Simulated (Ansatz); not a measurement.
# CHLiN: the cost of one run

Program: Ansatz 0.2.0. Level of theory: UKS BLYP/def2-SVP. These are calculated values, not measurements.

### 1 The system as given

Bond lengths: Li1–N2 1.771 Å, N2–C3 1.202 Å, C3–H4 1.092 Å. Angles: Li1–N2–C3 159.3°, N2–C3–H4 132.4°.

Structure file:

```xyz
4

Li   -1.9576    0.4098   -0.4282
N    -0.3784    0.1323    0.3243
C     0.7902   -0.1329    0.4209
H     1.5459   -0.4092   -0.3170
```

### 2 Preparing the start

Input file input.yaml:

```yaml
crystal:
  periodic: [false, false, false]
  atoms:
    - { symbol: Li, position_ang: [-1.95762, 0.4098, -0.42817] }
    - { symbol: "N", position_ang: [-0.37839, 0.13231, 0.32432] }
    - { symbol: C, position_ang: [0.79015, -0.13292, 0.42088] }
    - { symbol: H, position_ang: [1.54586, -0.40918, -0.31703] }
magnetization:
  spin_polarized: true
  initial_magnetization: 1
basis:
  gaussian: { orbitals: def2-SVP }
hamiltonian:
  xc: blyp
relax:
  f_tol: 0.02
  max_steps: 40
```

Command:

```console
ansatz run input.yaml --threads 1 --pin off --max-ram 2048MiB --backend cpu --events-out ev --progress --plain --runs-dir out
```

Q: Estimate wall time and peak memory on 1 thread of Arm Neoverse V2, shared host.

About 24 s, with a peak of 0.13 GiB.
